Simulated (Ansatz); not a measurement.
Mulliken charges of C₂H₇Al, SMILES `[CH3][AlH][CH3]` from B3LYP/def2-TZVPP in Ansatz (PBE0-D4/def2-TZVP geometry).

```csv
atom,x (Å),y (Å),z (Å),charge (e)
C1,-1.219,0.924,-0.783,-0.451
Al2,0.497,0.022,-0.536,0.530
C3,0.904,-0.949,1.110,-0.453
H4,-2.054,0.233,-0.621,0.087
H5,-1.337,1.369,-1.774,0.095
H6,-1.340,1.724,-0.044,0.086
H7,1.606,0.079,-1.681,-0.159
H8,0.069,-0.980,1.814,0.092
H9,1.202,-1.981,0.894,0.088
H10,1.756,-0.491,1.625,0.086
```

**Question.** By hand: the dipole of these point charges (1 e Å = 4.8032 D).

**Answer.** Σ q r = (-0.009, 0.004, -0.008) e Å, of length 0.013 e Å = 0.06 D.

**Question.** How does the dipole of the full density compare? (Estimate.)

**Answer.** Ansatz gave: (-0.096, -0.005, 0.097) e Å, 0.66 D; the point charges give 0.09 times that, at 88° from its direction.

Point charges leave out the atoms' own dipoles, such as those of lone pairs, and Mulliken's split depends on the basis, so the two needn't agree.

B3LYP here is the variant with VWN-RPA as its local correlation; programs differ in this.
